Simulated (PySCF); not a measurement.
The vertical singlet excitations below were computed for one of the candidates. Computed with TDDFT PBE0/def2-SVPD, vertical, gas phase, core orbitals frozen in the response (PySCF). Geometries: GFN2-xTB, one conformer each.

| state | E (eV) | λ (nm) | f |
| --- | --- | --- | --- |
| S1 | 5.21 | 237.9 | 0.0003 |
| S2 | 5.83 | 212.8 | 0.019 |
| S3 | 6.28 | 197.5 | 0.014 |
| S4 | 6.31 | 196.6 | 0.025 |
| S5 | 6.59 | 188.2 | 0.0008 |
| S6 | 6.97 | 177.9 | 0.0087 |
| S7 | 7.29 | 170.2 | 0.020 |
| S8 | 7.43 | 166.8 | 0.023 |

Triplets computed (Tamm–Dancoff): 4.78, 5.64, 5.83 eV.

Orbital energies (eV): HOMO-3 -9.02, HOMO-2 -8.80, HOMO-1 -8.40, HOMO -6.18, LUMO 0.51, LUMO+1 0.74, LUMO+2 1.19.

Task: Which candidate is it? All have the formula C5H10S.
A. `CC(C)(C)C=S`
B. `CCC1CSC1`
C. `CSC1CCC1`

Result: C. Its S1, at 5.21 eV, is the highest among the candidates; the nearest of the others has S1 at 4.62 eV. S1 is HOMO→LUMO (92%). Löwdin shares by element: HOMO sulfur 69%, carbon 23% or more; LUMO sulfur 48%, carbon 18% or more, hydrogen 5% or more (atoms not listed hold the other 30%). At the same level the other candidates give, for their lowest levels:
- `CCC1CSC1`: 4.62 eV (f 0.000); 5.85 eV (f 0.019); 5.90 eV (f 0.012); 6.27 eV (f 0.033); 6.81 eV (f 0.003); T1 4.13 eV; HOMO -6.23, LUMO 0.07 eV
- `CC(C)(C)C=S`: 2.49 eV (f 0.000); 5.85 eV (f 0.039); 5.96 eV (f 0.002); 6.02 eV (f 0.267); 6.47 eV (f 0.001); T1 1.97 eV; HOMO -6.40, LUMO -2.09 eV

The values belong to the conformer `[CH3:1][S:2][CH:3]1[CH2:4][CH2:5][CH2:6]1`: C1–S2–C3–C4 177°.
